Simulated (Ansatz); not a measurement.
# CH₂OSi: functionals against CCSD(T) at one geometry

An exercise on one series of results from a longer session: the logs are not shown, and one member is left open.

Program: Ansatz 0.2.0, Gaussian basis. Level of theory: single points in def2-TZVPP. These are calculated values, not measurements.

Cores are frozen in the correlated methods.

### Starting geometry

SMILES `C#[Si]O`, 5 atoms, charge 0, spin multiplicity 1.

Atoms are counted from 1 here; the program's logs count them from 0.

Bond lengths: C1–Si2 1.660 Å, C1–H4 1.171 Å, Si2–O3 1.636 Å, O3–H5 0.930 Å. Angles: Si2–C1–H4 115.4°, C1–Si2–O3 171.4°, Si2–O3–H5 135.7°.

As a file:

```xyz
5
CH2OSi
C    -0.9610    1.1478    0.7069
Si    0.0565    0.0301    0.0197
O     1.2312   -0.8977   -0.6392
H    -1.8198    0.7045    1.3674
H     1.4878   -1.1348   -1.5009
```

Set-up of the first run:

run/in.yaml

```yaml
crystal:
  periodic: [false, false, false]
  atoms:
    - {symbol: C, position_ang: [-0.961000, 1.147800, 0.706900]}
    - {symbol: Si, position_ang: [0.056500, 0.030100, 0.019700]}
    - {symbol: O, position_ang: [1.231200, -0.897700, -0.639200]}
    - {symbol: H, position_ang: [-1.819800, 0.704500, 1.367400]}
    - {symbol: H, position_ang: [1.487800, -1.134800, -1.500900]}
basis:
  gaussian: {orbitals: def2-TZVPP}
correlation: {method: ccsd_t}
output: {forces: true}
```

No record of the launch command was kept for these runs.

Among the steps run: CCSD(T)/def2-TZVPP; PBE0-D4/def2-TZVPP; wB97M-V/def2-TZVPP; r2SCAN-D4/def2-TZVPP; PBE-D4/def2-TZVPP; CAM-B3LYP-D4/def2-TZVPP; LC-wPBE/def2-TZVPP.

One table of the session follows, with a row left open; its other results are not shown here.

| method | RMS force component (eV/Å) | angle to CCSD(T) forces (°) | dipole (D) |
| --- | --- | --- | --- |
| CCSD(T) | 1.129 | reference | 3.67 |
| PBE0-D4 | 1.062 | 13.3 | 4.03 |
| wB97M-V | 1.054 | 17.6 | 4.20 |
| r2SCAN-D4 | ? | ? | ? |
| PBE-D4 | 1.107 | 13.2 | 3.86 |
| CAM-B3LYP-D4 | 1.093 | 20.6 | 4.16 |
| LC-wPBE | 1.094 | 30.1 | 4.42 |

**Question.** Estimate the row for r2SCAN-D4.

As computed: RMS force component (eV/Å): 1.077; angle to CCSD(T) forces (°): 10.3; dipole (D): 4.00. In the column «RMS force component (eV/Å)» it lies between PBE0-D4 (1.062) and CAM-B3LYP-D4 (1.093).
